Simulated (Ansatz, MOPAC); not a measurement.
Trigonal Se: properties by level of theory

Reference values: lattice constant a 4.365 Å (measured, 293 K, no zero-point or thermal correction; as tabulated in Wikipedia's data pages); lattice parameter c 4.958 Å (measured, 293 K, no zero-point or thermal correction; as tabulated in Wikipedia's data pages).

```csv
level (code),lattice parameter a (Å),c axis length (Å)
PM6 semi-empirical Hartree-Fock (MOPAC),4.037,4.916
PBE-D3(BJ) (Ansatz),4.067,5.129
r²SCAN (Ansatz),4.504,4.992
r²SCAN-D4 (Ansatz),4.362,5.013
r²SCAN+rVV10 (Ansatz),4.295,5.037
```

Differences from the reference values (errors of the level alone only where the reference is corrected to a static lattice):

```tsv
level	lattice constant a (%)	lattice parameter c (%)
PM6 semi-empirical Hartree-Fock (MOPAC)	-7.51	-0.85
PBE-D3(BJ)	-6.83	+3.45
r²SCAN	+3.18	+0.69
r²SCAN-D4	-0.07	+1.11
r²SCAN+rVV10	-1.60	+1.59
```

Nearest: lattice constant a, not ranked (reference at room or unstated temperature); lattice parameter c, not ranked (reference at room or unstated temperature). Values with a doubt, or to which a potential was fitted, aren't ranked.

Caveats: for a layered or molecular solid the relaxed cell lies over 5 % above the published volume, where the minimum can be shallow (r²SCAN); the cell comes from a level without a dispersion term, which matters for the spacing of layers, chains or molecules (r²SCAN); the cell has another shape than the first-principles one, perhaps another minimum in the same group (PM6 semi-empirical Hartree-Fock (MOPAC)); the method was fitted mainly to molecules (PM6 semi-empirical Hartree-Fock (MOPAC)); the run uses a supercell at the zone centre in place of a k mesh (PM6 semi-empirical Hartree-Fock (MOPAC)). Ansatz's density-functional and Hartree–Fock values are scalar-relativistic unless marked +SOC, with PAW data made under PBE.

Differences are worked out from the printed values.

Static lattice: no zero-point or thermal effects.

Ansatz is a first-principles code.
